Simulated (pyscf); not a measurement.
PySCF, gas phase, ωB97X-D3(BJ)/def2-SVP geometries.

Question: Estimate by transition-state theory the rate constant of `[ClH]` + `[Cl][Zn][SeH]` -> `[Cl][Zn][Cl]` + `[SeH2]` (singlet surface; Cl–H, Se–Zn broken, Cl–Zn, H–Se formed) at 1200 K, with ωB97M-D3(BJ)/def2-TZVP energies (ideal gas, 1 atm, RRHO with modes under 100 cm⁻¹ raised to 100, one conformer, R ln 2 for rigid chiral ones; no tunnelling).

Answer: The electronic barrier is 2.7 kcal/mol and the thermal terms add +38.4, so ΔG‡ = 41.2 kcal/mol. With k_BT/h = 2.50e+13 s⁻¹ and RT = 2.385 kcal/mol, and a volume of 1.64e-19 cm³ per molecule at 1 atm, k = 1.3e-13 cm³ molecule⁻¹ s⁻¹. Wigner's tunnelling factor for 738i cm⁻¹ would be 1.03. A shift of 1 kcal/mol in the barrier changes k by a factor 1.5. On the reactant side the descent ends in a complex, 6.5 kcal/mol under the separated species and 6.1 kcal/mol under the saddle at ωB97X-D3(BJ)/def2-TZVP. On the product side the descent ends in an adduct with a Se–Zn contact, 14.7 kcal/mol under the separated species and 17.0 kcal/mol under the saddle at ωB97X-D3(BJ)/def2-TZVP. What is counted as broken (Se–Zn) persists as a longer contact in the product adduct; parting that adduct is a step of its own. At ωB97X-D3(BJ) the barrier from the zero used here is -0.4 kcal/mol. One saddle was located; it need not be the lowest between these sides. Elements up to Kr have no core potential and no relativistic terms here.
